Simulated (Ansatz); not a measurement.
**The cluster AlB₂ (doublet): a spread of methods and bases**

Aim: run the cluster AlB₂ (doublet) under a spread of inputs, and see what each costs and gives.

Method: the settings change from run to run; program: Ansatz 0.2.0, Gaussian basis.

## (1) The molecule

The structure was relaxed beforehand with r2SCAN-D4 in a triple-zeta def2 set.

3 atoms, charge 0, spin multiplicity 2.

Atoms are counted from 1 here; the program's logs count them from 0.

Bond lengths: B1–B2 1.556 Å, B1–Al3 2.011 Å, B2–Al3 2.011 Å. Angles: B2–B1–Al3 67.2°, B1–B2–Al3 67.2°, B1–Al3–B2 45.5°.

Coordinates:

```xyz
3
charge 0, multiplicity 2
B     0.42863    0.87500   -0.19502
B    -0.12952   -0.39294   -0.90326
Al   -0.29911   -0.48206    1.09828
```

## (2) B2PLYP/aug-cc-pVDZ

This run has coordinates scaled by 0.96.

File in.yaml:

```yaml
crystal:
  periodic: [false, false, false]
  atoms:
    - {symbol: B, position_ang: [0.411486, 0.840000, -0.187219]}
    - {symbol: B, position_ang: [-0.124336, -0.377221, -0.867126]}
    - {symbol: Al, position_ang: [-0.287140, -0.462779, 1.054345]}
basis:
  gaussian: {orbitals: aug-cc-pVDZ}
magnetization: {spin_polarized: true, initial_magnetization: 1}
hamiltonian: {xc: {name: B2PLYP}}
scf: {omitted_lower_state_checks: [starts]}
```

On the command line:

```sh
$ ansatz run in.yaml --threads 4 --pin off --events-out ev --progress --plain --max-ram 3916MiB
```

The program printed:

```text
Functional definition: B2PLYP
  name "B2PLYP"
  cite "Grimme, J. Chem. Phys. 124, 034108 (2006) doi:10.1063/1.2148954"
  cite "Becke, Phys. Rev. A 38, 3098 (1988) doi:10.1103/PhysRevA.38.3098"
  cite "Lee, Yang & Parr, Phys. Rev. B 37, 785 (1988) doi:10.1103/PhysRevB.37.785"
  parameter a = 0.53
  parameter c = 0.27
  exchange = (1 - a)*b88_x + a*exact_x
  correlation = (1 - c)*lyp_c + c*(mp2_os + mp2_ss)
these checks for a lower state are left out or cut short: starts
733 factors; integrals over basis functions are off by at most 5.4e-4 eV
mean field evaluation 1: about -7929.5535 eV, gradient 2.6e1 eV
mean field evaluation 2: about -7929.6130 eV, gradient 2.6e1 eV
mean field evaluation 4: about -7935.7952 eV, gradient 3.1e0 eV
mean field evaluation 8: about -7936.0223 eV, gradient 4.8e-1 eV
mean field evaluation 16: about -7936.0698 eV, gradient 6.8e-2 eV
mean field evaluation 32: about -7936.0705 eV, gradient 1.3e-5 eV
mean field -7936.07151218 eV, -291.6452488100 hartree, gradient 2.7e-6 eV, S^2 1.017215; 1 other end points of the search recorded, 0 dependent functions left out
7 core orbitals not correlated: weight in the atoms' cores, before any rotation towards them, 1.000 or more for the frozen orbitals, at most 0.000 for the correlated occupied ones
reference -7936.07164454 eV, -291.6452536744 hartree; 5, 4 occupied and 61, 62 virtual orbitals, 733 factors
second order -7.85487651 eV of doubles, -0.00000000 eV of singles
Total energy: -7938.19246120 eV, -291.7231922490 hartree
Checks for a lower state left out: starts
```

It took 3.7 s on 4 threads of Arm Neoverse V2, shared host.

⟨S²⟩ 1.017. The spin excess of 0.27 shows a contaminated determinant.

## (3) SVWN5/ANO-RCC-VTZP

File in.yaml:

```yaml
crystal:
  periodic: [false, false, false]
  atoms:
    - {symbol: B, position_ang: [0.428632, 0.875000, -0.195020]}
    - {symbol: B, position_ang: [-0.129517, -0.392938, -0.903256]}
    - {symbol: Al, position_ang: [-0.299105, -0.482061, 1.098277]}
basis:
  gaussian: {orbitals: ANO-RCC-VTZP}
magnetization: {spin_polarized: true, initial_magnetization: 1}
hamiltonian: {xc: {name: SVWN5}}
scf: {omitted_lower_state_checks: [starts]}
```

Launched as before.

The program printed:

```text
Functional definition: SVWN5
  name "SVWN5"
  cite "Dirac, Proc. Camb. Phil. Soc. 26, 376 (1930) doi:10.1017/S0305004100016108"
  cite "Slater, Phys. Rev. 81, 385 (1951) doi:10.1103/PhysRev.81.385"
  cite "Vosko, Wilk & Nusair, Can. J. Phys. 58, 1200 (1980) doi:10.1139/p80-159"
  exchange = slater_x
  correlation = vwn5_c
these checks for a lower state are left out or cut short: starts
883 factors; their error is unknown
mean field evaluation 1: about -7900.2592 eV, gradient 3.9e1 eV
mean field evaluation 2: about -7796.7608 eV, gradient 1.0e2 eV
mean field evaluation 4: about -7908.0045 eV, gradient 2.2e1 eV
mean field evaluation 8: about -7912.6357 eV, gradient 7.5e-1 eV
mean field evaluation 16: about -7912.6313 eV, gradient 4.5e-4 eV
mean field -7912.63125307 eV, -290.7838351762 hartree, gradient 1.3e-5 eV, S^2 0.760772; 0 other end points of the search recorded, 0 dependent functions left out
reference -7912.63129029 eV, -290.7838365441 hartree; 12, 11 occupied and 82, 83 virtual orbitals, 883 factors
Total energy: -7912.63129029 eV, -290.7838365441 hartree
Relativity: scalar
Checks for a lower state left out: starts
```

Run time: 0.65 s. Hardware: 4 threads of Arm Neoverse V2, shared host.

⟨S²⟩ 0.761.

## (4) wPBEh/def2-mTZVP

This run has charge +1, multiplicity 1.

File in.yaml:

```yaml
crystal:
  periodic: [false, false, false]
  atoms:
    - {symbol: B, position_ang: [0.428632, 0.875000, -0.195020]}
    - {symbol: B, position_ang: [-0.129517, -0.392938, -0.903256]}
    - {symbol: Al, position_ang: [-0.299105, -0.482061, 1.098277]}
basis:
  gaussian: {orbitals: def2-mTZVP}
total_charge: 1
hamiltonian: {xc: {name: wPBEh}}
```

Same command.

The program printed, shortened:

```text
Functional definition: wPBEh
  name "wPBEh"
  cite "Heyd, Scuseria & Ernzerhof, J. Chem. Phys. 118, 8207 (2003) doi:10.1063/1.1564060"
  cite "Krukau, Vydrov, Izmaylov & Scuseria, J. Chem. Phys. 125, 224106 (2006) doi:10.1063/1.2404663"
  cite "Heyd & Scuseria, J. Chem. Phys. 120, 7274 (2004) doi:10.1063/1.1668634"
  cite "Ernzerhof & Perdew, J. Chem. Phys. 109, 3313 (1998) doi:10.1063/1.476928"
  cite "Perdew, Burke & Ernzerhof, Phys. Rev. Lett. 77, 3865 (1996) doi:10.1103/PhysRevLett.77.3865"
  parent pbe
[...]
599 factors; their error is unknown
68 factors; integrals over basis functions are off by at most 3.8e-7 eV
[...]
mean field -7930.45485223 eV, -291.4388403642 hartree, gradient 2.0e-5 eV, S^2 0.000000; 1 other end points of the search recorded, 0 dependent functions left out
reference -7930.45488847 eV, -291.4388416960 hartree; 11, 11 occupied and 49, 49 virtual orbitals, 599 factors
Total energy: -7930.45488847 eV, -291.4388416960 hartree
```

Run time: 0.4 s. Hardware: 4 threads of Arm Neoverse V2, shared host.

## (5) PBEsol/6-31G*

Set apart from the defaults: restricted open-shell orbitals, D4 dispersion, the search for lower states set to off.

in.yaml, as its differences from that of step 4:

```diff
@@ -7,4 +7,6 @@
 basis:
-  gaussian: {orbitals: def2-mTZVP}
-total_charge: 1
-hamiltonian: {xc: {name: wPBEh}}
+  gaussian: {orbitals: "6-31G*"}
+magnetization: {spin_polarized: false, initial_magnetization: 1}
+hamiltonian: {xc: {name: PBEsol}, dispersion: d4}
+scf: {lower_state_search: off}
+output: {forces: true}
```

Same command.

The program printed, shortened:

```text
Functional definition: PBEsol
  name "PBEsol"
  cite "Perdew et al., Phys. Rev. Lett. 100, 136406 (2008) doi:10.1103/PhysRevLett.100.136406"
  cite "Perdew, Burke & Ernzerhof, Phys. Rev. Lett. 77, 3865 (1996) doi:10.1103/PhysRevLett.77.3865"
  parent pbesol
[...]
474 factors; their error is unknown
[...]
mean field -7917.00681714 eV, -290.9446341898 hartree, gradient 1.9e-6 eV, S^2 0.750000; 0 other end points of the search recorded, 0 dependent functions left out
[...]
reference -7917.00684772 eV, -290.9446353138 hartree; 12, 11 occupied and 37, 38 virtual orbitals, 474 factors
Total energy: -7917.02911993 eV, -290.9454538023 hartree
Atom 0 at     0.428632     0.875000    -0.195020 Å, force     0.110487     0.228893    -0.025218 eV/Å
Atom 1 at    -0.129517    -0.392938    -0.903256 Å, force    -0.043302    -0.120858    -0.223304 eV/Å
Atom 2 at    -0.299105    -0.482061     1.098277 Å, force    -0.067185    -0.108035     0.248522 eV/Å
Dipole moment:    -0.102510    -0.165197     0.376505 e Å
Checks for a lower state left out: stability, starts, cluster_reference, orbital_swaps, neighbouring_geometries, increment
```

Run time: 0.3 s. Hardware: 4 threads of Arm Neoverse V2, shared host.

Largest force 0.279 eV/Å, dipole 2.04 D.

## (6) All runs side by side

```csv
level,charge,multiplicity,geometry,functions,energy (eV),time
B2PLYP/aug-cc-pVDZ,0,2,scaled,73,-7938.192,3.7 s
SVWN5/ANO-RCC-VTZP,0,2,relaxed,94,-7912.631,0.65 s
wPBEh/def2-mTZVP,1,1,relaxed,60,-7930.455,0.4 s
PBEsol/6-31G*,0,2,relaxed,49,-7917.029,0.3 s
```

## (7) Summary of results

| quantity | value |
| --- | --- |
| runs | 4 |
| quickest | PBEsol/6-31G*, 0.3 s |
| slowest | B2PLYP/aug-cc-pVDZ, 3.7 s |
| spread of total energies, same state and geometry | 4.4 eV |

**Reading.** Run time spans a factor of 12, from PBEsol/6-31G* to B2PLYP/aug-cc-pVDZ. The jobs differ in tasks and options as well as level. The totals spread over 4 eV; they can't be compared across methods or bases. Some of these runs are scalar-relativistic and others not, which shifts the totals of all-electron atoms past neon by eV; core potentials, where a basis has them, take the core out of the total altogether. At the r2SCAN-D4/def2-TZVP geometry and in the same state, runs without warnings or point charges leave forces up to 0.28 eV/Å (PBEsol/6-31G*).
